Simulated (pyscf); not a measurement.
This saddle point was located with ωB97X-D3(BJ)/def2-SVP in PySCF.

```xyz
6

O      0.4159    -0.5256     0.4884
Si     0.4442     1.2672    -0.1188
O     -1.1257     1.0564    -0.2303
H      0.7799    -1.1986    -0.1080
H     -0.6381    -0.2126     0.2177
F      1.4193     1.1290    -1.4174
```
Charge 0, spin multiplicity 2.

Surface: doublet, charge 0. Lowest wavenumbers (cm⁻¹): 1148i, 223, 301, 494, 526.

Question: What reaction is this the transition state of?

Answer: HO–Si•(OH)–F <-> water (H₂O) + [O=Si–F]•, an elimination read from left to right: O–Si, H–O broken and H–O formed. At CCSD(T)/def2-TZVPP + ΔMP2(QZVPP) it lies +51.1 kcal/mol from the left side and -10.9 kcal/mol from the right (each side as separated species at their lowest minima found). On the product side the descent ends in an adduct with a O–Si contact, 20.2 kcal/mol under the separated species and 5.5 kcal/mol under the saddle at ωB97X-D3(BJ)/def2-TZVP. At CCSD(T) the saddle lies under the separated products, which points to a path from their complex (located at ωB97X-D3(BJ) alone), and parting the products costs more than the saddle. What is counted as broken (O–Si) persists as a longer contact in the product adduct; parting that adduct is a step of its own. One saddle was located; it need not be the lowest between these sides. The CCSD(T) − MP2 part came from Ansatz, without density fitting, on the same reference.
